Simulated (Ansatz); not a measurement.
in.yaml

```yaml
crystal:
  periodic: [false, false, false]
  atoms:
    - {symbol: Ta, position_ang: [0.000000, 0.000000, 0.365457]}
    - {symbol: Si, position_ang: [0.000000, 0.000000, -2.135346]}
    - {symbol: H, position_ang: [0.000000, 1.185653, -3.053946]}
    - {symbol: H, position_ang: [0.000000, -1.185653, -3.053946]}
basis:
  gaussian: {orbitals: def2-SVP}
magnetization: {spin_polarized: false, initial_magnetization: 7}
correlation: {method: sc_nevpt2, electrons: outside_noble_gas, active_space: {window: {electrons: 11, orbitals: 11}}}
```

```sh
$ ansatz run in.yaml --threads 1 --pin off --events-out ev --progress --plain --max-ram 2393MiB
```

Log:

```
587 factors; integrals over basis functions are off by at most 1.2e-3 eV
mean field evaluation 1: about -9417.5560 eV, gradient 1.2e1 eV
mean field evaluation 2: about -9417.5619 eV, gradient 1.2e1 eV
mean field evaluation 4: about -9419.0592 eV, gradient 1.8e0 eV
mean field evaluation 8: about -9419.1025 eV, gradient 1.1e-1 eV
mean field evaluation 16: about -9416.9326 eV, gradient 1.2e1 eV
mean field evaluation 32: about -9419.1016 eV, gradient 4.1e-1 eV
mean field evaluation 64: about -9418.0252 eV, gradient 2.4e-6 eV
mean field evaluation 96: about -9418.8416 eV, gradient 5.1e-1 eV
mean field evaluation 128: about -9418.8258 eV, gradient 4.9e0 eV
mean field evaluation 160: about -9419.1114 eV, gradient 3.9e-2 eV
mean field evaluation 192: about -9418.7871 eV, gradient 1.5e0 eV
mean field evaluation 224: about -9418.7977 eV, gradient 1.3e0 eV
mean field evaluation 256: about -9419.1026 eV, gradient 1.2e-3 eV
mean field -9419.11262783 eV, -346.1460045690 hartree, gradient 6.5e-6 eV, S^2 15.750000; 21 other end points of the search recorded, 0 dependent functions left out
reference -9419.11262783 eV, -346.1460045690 hartree; 18, 11 occupied and 42, 49 virtual orbitals, 587 factors
state -9419.97195808 eV, -346.1775843732 hartree
state -9419.97195808 eV, -346.1775843732 hartree; corrected -9422.31994983 eV, -346.2638714785 hartree
Total energy: -9422.31994983 eV, -346.2638714785 hartree
```

Natural occupations: 1.9811 1.9683 1.0039 1.0005 1.0001 1.0000 1.0000 1.0000 0.9995 0.0283 0.0183.

Ran on 1 thread of Arm Neoverse V2, shared host: 36 s wall, 0.13 GiB peak host memory.
